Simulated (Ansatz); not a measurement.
Band gap (eV) of solids drawn from the class of oxides, at two levels: HSE06 (PAW; Ansatz, a quantum-chemistry and plane-wave program), and HSE06+SOC in Ansatz (PAW).

```tsv
solid	HSE06	HSE06+SOC	shift (eV)
cubic perovskite BaZrO3	4.72	4.69	-0.03
cuprite Ag2O	1.15	1.00	-0.15
A-type hexagonal La2O3	5.26	5.24	-0.02
cubic perovskite KTaO3	3.58	3.45	-0.13
PbO (Pbcm, No. 57)	2.90	2.80	-0.10
rock-salt CdO	0.91	0.90	-0.01
corundum Ga2O3 (metastable phase)	4.65	4.65	0.00
cubic perovskite BaHfO3	5.19	5.11	-0.08
LiTaO3 (R3c, No. 161)	5.41	5.29	-0.12
rutile SnO2	3.01	3.02	+0.01
```

The shifts run from -0.15 eV to +0.01 eV, with a median of -0.05 eV.

Of 10 rows, HSE06+SOC is the larger in 1 and the smaller in 8.

Database compounds that came out metallic weren't drawn.

Run without spin polarisation: cubic perovskite BaZrO3 (HSE06 alone), cuprite Ag2O (HSE06 alone), A-type hexagonal La2O3 (HSE06 alone), cubic perovskite KTaO3 (HSE06 alone), PbO (HSE06 alone), rock-salt CdO (HSE06 alone), corundum Ga2O3 (HSE06 alone), cubic perovskite BaHfO3 (HSE06 alone), LiTaO3 (HSE06 alone), rutile SnO2 (HSE06 alone).

Density-functional gaps are differences of (generalised) Kohn–Sham levels.

Levels without +SOC have no spin–orbit coupling; where heavier elements are present it shifts gaps, mostly down, and can invert bands. Cells: HSE06 at the measured cell for 7 of them, at the measured cell (atoms relaxed with PBEsol) for 3 of them; HSE06+SOC at the measured cell for 7 of them, at the measured cell (atoms relaxed with PBEsol) for 3 of them. Ansatz's density-functional and Hartree–Fock values are scalar-relativistic unless marked +SOC, with PAW data made under PBE.
